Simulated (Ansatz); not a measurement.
# H2Si–CH2, triplet: the ladder up to UCCSDT(Q)

Geometry: that of the H2Si–CH2, singlet, kept fixed.

| atom | x (Å) | y (Å) | z (Å) |
| --- | --- | --- | --- |
| Si | 0.0000 | 0.0000 | 0.5299 |
| C | 0.0000 | 0.0000 | -1.1689 |
| H | 0.0000 | 1.2445 | 1.3276 |
| H | 0.0000 | -1.2445 | 1.3276 |
| H | 0.0000 | 0.9175 | -1.7458 |
| H | 0.0000 | -0.9175 | -1.7458 |

Basis cc-pVDZ; Ansatz 0.2.0. Only valence electrons are correlated (noble-gas cores frozen), which leaves 12 electrons in 46 orbitals. R marks a restricted (for open shells ROHF) determinant, U an unrestricted one. Active spaces: frontier = (10e, 10o) about the gap.

Full CI isn't at hand for all of this; UCCSDT(Q) serves as the reference, and is uncertain by about the last step of the cluster series. The frozen core follows each run's orbitals, which can shift R against U totals by a few meV.

For open shells CISD is restricted-active-space CI with the open shells as a complete middle space.

* UHF ⟨S²⟩: 2.027
* T1 diagnostic (RCCSD): 0.0171
* largest doubles amplitude (RCCSD): 0.041
* T1 diagnostic (UCCSD): 0.0105

| level | E − E(UCCSDT(Q)) (meV) | share of correlation (%) | wall time |
| --- | --- | --- | --- |
| RHF | 6989 | 0.00 | – |
| UHF | 6777 | 3.03 | – |
| RMP2 | 1248 | 82.15 | – |
| UMP2 | 1257 | 82.01 | – |
| CISD | 709 | 89.86 | 2.6 s |
| RCCSD | 186 | 97.34 | – |
| UCCSD | 182 | 97.40 | – |
| RCCSD(T) | 34 | 99.52 | 6.5 s |
| UCCSD(T) | 33 | 99.52 | 5.5 s |
| BCCD(T) | 34 | 99.52 | 3 s |
| RCCSDT | 8 | 99.88 | – |
| UCCSDT | 7 | 99.89 | – |
| RCCSDT(Q) | 1 | 99.99 | 77 s |

The correlation energy at UCCSDT(Q), counted from RHF, is -6.989 eV. That run took 62 s on 1 thread of Arm Neoverse V1, shared host.

Run but not shown, since their state or frozen core can't be matched to the reference's or they repeat it: CASSCF (frontier space), NEVPT2 (frontier space), MRCISD (frontier space), MRCISD+Q (frontier space).

Times hold each run's SCF and search for its determinant on a shared host, so for small cases they say little of a method's own cost; they ran on 1 thread of Arm Neoverse V1.
